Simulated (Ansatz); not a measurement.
**NHS (triplet): from Hartree-Fock to the top rungs, def2-QZVPP**

One table from this session's results is given with a row withheld; the runs are named, their logs left out.

Program: Ansatz 0.2.0, Gaussian basis. Level of theory: def2-QZVPP, core rule «outside noble gas», up to 6 orbitals frozen. These are calculated values, not measurements.

Plan: UHF; ROHF; CCSD(T) on UHF.

2 further runs of the same task are left out: 2 set aside as unsound or not needed.

## The geometry

The geometry is a PBE0/def2-TZVP stationary point (not a proven minimum) of the parent state, kept for this charge and spin.

3 atoms, charge 0, spin multiplicity 3.

Atoms are counted from 1 here; the program's logs count them from 0.

Bond lengths: N1–S2 1.555 Å, N1–H3 1.028 Å. Angles: S2–N1–H3 109.6°.

Set-up of the first run:

in.yaml

```yaml
crystal:
  periodic: [false, false, false]
  atoms:
    - {symbol: N, position_ang: [0.000000, -0.127563, 1.043850]}
    - {symbol: S, position_ang: [0.000000, 0.030547, -0.502691]}
    - {symbol: H, position_ang: [0.000000, 0.800886, 1.486090]}
basis:
  gaussian: {orbitals: "def2-QZVPP.json"}
magnetization: {spin_polarized: true, initial_magnetization: 2}
hamiltonian: {xc: hf}
output: {orbitals: {seedname: orbitals}}
```

Run with:

```
$ ansatz run in.yaml --threads 1 --pin off --events-out ev --progress --plain --max-ram 2393MiB
```

Among the steps run: UHF; ROHF; CCSD(T) on UHF.

One of the session's tables, all rows but one given; the rest of the session is left out.

| method | from UCCSD(T) (kcal/mol) |
| --- | --- |
| ROHF | +266.67 |
| UHF | ? |
| UMP2 | +27.40 |
| UCCSD | +12.72 |
| UCCSD(T) | 0 |

**Question.** Estimate the row for UHF.

**Answer.** from UCCSD(T) (kcal/mol): +257.25. In the column «from UCCSD(T) (kcal/mol)» it lies between UMP2 (+27.40) and ROHF (+266.67).
